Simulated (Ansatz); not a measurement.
**How far each method lies from full CI for HAlP, doublet**

Geometry: a point of a stretch scan, not a stationary point.

```xyz
3

Al    0.0000    0.0000    0.1092
P     0.0000    0.0000   -1.7998
H     0.0000    0.0000    1.6906
```

Basis 6-31G; Ansatz 0.2.0. Only valence electrons are correlated (noble-gas cores frozen), which leaves 9 electrons in 18 orbitals. R marks a restricted (for open shells ROHF) determinant, U an unrestricted one. Active spaces: valence = (9e, 9o) chosen from the atoms' valence shells; pair = (3e, 3o) about the gap.

Full CI is exact within this basis and frozen core; it isn't the basis-set limit. The frozen core follows each run's orbitals, which can shift R against U totals by a few meV.

For open shells CISD and CISDTQ are restricted-active-space CI with the open shells as a complete middle space.

- UHF ⟨S²⟩: 0.771
- T1 diagnostic (RCCSD): 0.0264
- largest doubles amplitude (RCCSD): 0.098
- T1 diagnostic (UCCSD): 0.0268

```json
{"level": "RHF", "E − E(full CI) (mEh)": "95.98", "share of correlation (%)": "0.00", "wall time": "–"}
{"level": "UHF", "E − E(full CI) (mEh)": "95.09", "share of correlation (%)": "0.93", "wall time": "–"}
{"level": "RMP2", "E − E(full CI) (mEh)": "22.52", "share of correlation (%)": "76.54", "wall time": "–"}
{"level": "UMP2", "E − E(full CI) (mEh)": "22.71", "share of correlation (%)": "76.33", "wall time": "–"}
{"level": "CISD", "E − E(full CI) (mEh)": "8.46", "share of correlation (%)": "91.18", "wall time": "0.78 s"}
{"level": "RCCSD", "E − E(full CI) (mEh)": "3.91", "share of correlation (%)": "95.92", "wall time": "–"}
{"level": "UCCSD", "E − E(full CI) (mEh)": "3.85", "share of correlation (%)": "95.98", "wall time": "–"}
{"level": "RCCSD(T)", "E − E(full CI) (mEh)": "1.00", "share of correlation (%)": "98.96", "wall time": "0.9 s"}
{"level": "UCCSD(T)", "E − E(full CI) (mEh)": "1.02", "share of correlation (%)": "98.94", "wall time": "1.2 s"}
{"level": "BCCD(T)", "E − E(full CI) (mEh)": "1.09", "share of correlation (%)": "98.86", "wall time": "1 s"}
{"level": "RCCSDT", "E − E(full CI) (mEh)": "0.11", "share of correlation (%)": "99.89", "wall time": "–"}
{"level": "UCCSDT", "E − E(full CI) (mEh)": "0.10", "share of correlation (%)": "99.89", "wall time": "–"}
{"level": "CISDTQ", "E − E(full CI) (mEh)": "0.36", "share of correlation (%)": "99.62", "wall time": "7 s"}
{"level": "RCCSDT(Q)", "E − E(full CI) (mEh)": "0.03", "share of correlation (%)": "99.97", "wall time": "3.9 s"}
{"level": "UCCSDT(Q)", "E − E(full CI) (mEh)": "-0.03", "share of correlation (%)": "100.03", "wall time": "3.9 s"}
{"level": "RCCSDTQ", "E − E(full CI) (mEh)": "0.00", "share of correlation (%)": "100.00", "wall time": "34 s"}
{"level": "CASSCF (pair space)", "E − E(full CI) (mEh)": "80.10", "share of correlation (%)": "16.54", "wall time": "–"}
{"level": "MRCISD (pair space)", "E − E(full CI) (mEh)": "6.43", "share of correlation (%)": "93.30", "wall time": "–"}
{"level": "MRCISD+Q (pair space)", "E − E(full CI) (mEh)": "0.72", "share of correlation (%)": "99.25", "wall time": "1.6 s"}
{"level": "CASSCF (valence space)", "E − E(full CI) (mEh)": "28.53", "share of correlation (%)": "70.28", "wall time": "–"}
{"level": "NEVPT2 (valence space)", "E − E(full CI) (mEh)": "8.58", "share of correlation (%)": "91.06", "wall time": "3.5 s"}
{"level": "MRCISD (valence space)", "E − E(full CI) (mEh)": "0.80", "share of correlation (%)": "99.16", "wall time": "–"}
{"level": "MRCISD+Q (valence space)", "E − E(full CI) (mEh)": "0.18", "share of correlation (%)": "99.81", "wall time": "5 s"}
{"level": "MRCISD+Q(relaxed) (valence space)", "E − E(full CI) (mEh)": "-0.02", "share of correlation (%)": "100.02", "wall time": "6.5 s"}
```

The correlation energy at full CI, counted from RHF, is -2.612 eV. That run took 99 s on 1 thread of Arm Neoverse V1, shared host over 6,554,240 determinants.

Times hold each run's SCF and search for its determinant on a shared host, so for small cases they say little of a method's own cost; they ran on 1 thread of Arm Neoverse V1.

The full-CI state has the irrep B2 of C2v, in the program's axes (one component, if the state is degenerate).

Natural occupations of full CI about the gap: 1.981 1.959 1.952 1.929 0.984 0.067 0.053 0.028 0.014 0.010; effectively unpaired electrons, Σ n²(2−n)², 1.07.
